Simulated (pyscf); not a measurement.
This saddle point was located with ωB97X-D3(BJ)/def2-SVP in PySCF.

```
O
H 1 1.1188
H 2 1.1512 1 132.39
P 1 1.6941 2 131.59 3 -138.61
O 4 1.6526 1 101.66 2 73.10
H 5 0.9657 4 110.76 1 -103.86
H 4 1.4207 5 95.10 6 161.34
Si 3 1.7623 2 82.40 1 4.74
H 8 1.4908 3 89.47 2 119.73
H 8 1.4918 9 114.32 3 -89.25
H 8 1.5106 9 103.46 3 159.73
```
Charge 0, spin multiplicity 1.

Surface: singlet, charge 0. Lowest wavenumbers (cm⁻¹): 1288i, 66, 125, 189, 213.

Problem. Name the species on either side of this saddle.

Solution. HO–PH–OH (SMILES OPO) + SiH₄ (SMILES [SiH4]) ⇌ HO–PH–O–SiH₃ (SMILES OPO[SiH3]) + H₂ (SMILES [H][H]), a four-centre exchange read from left to right: H–O, H–Si broken and O–Si, H–H formed. At ωB97M-D3(BJ)/def2-TZVP it lies +1.57 eV from the left side and +2.35 eV from the right (each side as separated species at their lowest minima found). HO–PH–O–SiH₃ lies 0.70 eV over its isomer HO–SiH₂–O–PH₂, and others may lie lower still (electronic energy, ωB97M-D3(BJ)). One saddle was located; it need not be the lowest between these sides.
